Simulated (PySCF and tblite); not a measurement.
2-Pentene, (Z)-, C₅H₁₀, numbered as in [CH3:1]/[CH:2]=[CH:3]\[CH2:4][CH3:5].

The ensemble was built from 60 distance-geometry starts (ETKDG, MMFF94s, GFN2-xTB) and rests on PBE0-D3(BJ)/def2-SVP geometries. Energies: PBE0-D3(BJ)/pcSseg-1, with GFN2-xTB thermal terms (modes under about 100 cm⁻¹ blended into free rotors). Symmetry numbers and mirror images are counted. Conformers within 3 kcal/mol (GFN2-xTB free energy) were kept, 3 at most. GIAO shieldings: PBE0/pcSseg-1. Shifts are against TMS (¹H), TMS (¹³C) at the same level. (PySCF 2.14, tblite 0.8.)

Torsions listed: C2–C3–C4–C5. Of a mirror pair one member is shown.

| conformer | shape | weight % | dipole D |
| --- | --- | --- | --- |
| 1 | -114° | 100.0 | 0.28 |

(1) How does the computed dipole moment compare with the measured one in the gas phase?

## Answers

(1) Computed: 0.28 D in the leading conformer, 0.28 D as root mean square over the ensemble. Measured: 0.283 D (NIST CCCBDB Release 22 (SRD 101), experimental dipoles).
